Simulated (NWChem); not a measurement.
Polarisability of AlCl₃

SMILES: [Cl][Al]([Cl])[Cl]
```xyz
4

Al     0.0000     0.0000     0.0000
Cl     0.0000     0.0000     2.0937
Cl     1.8132     0.0000    -1.0468
Cl    -1.8132     0.0000    -1.0468
```
Charge 0, spin multiplicity 1.

The numbers come from NWChem runs, not from measurements. The geometry was optimised at PBE/def2-SVP, a minimum by its harmonic frequencies.

Basis set: 6-31G*. The field's frequency is 0.0428 Ha (1065 nm). This basis has no diffuse functions, which lowers polarisabilities.

The correlated methods keep 20 core orbitals frozen. The Pople sets run with spherical d functions. The structure started from a generated list of species. Coupled-cluster values serve here as a point of comparison, not as the truth.

### Question
Order these methods by the isotropic polarisability they give, lowest first: HF, PBE, LDA (SVWN5), CCSD linear response.

### Answer
HF (42.18 bohr³), CCSD linear response (46.82 bohr³), PBE (50.21 bohr³), LDA (SVWN5) (50.69 bohr³)
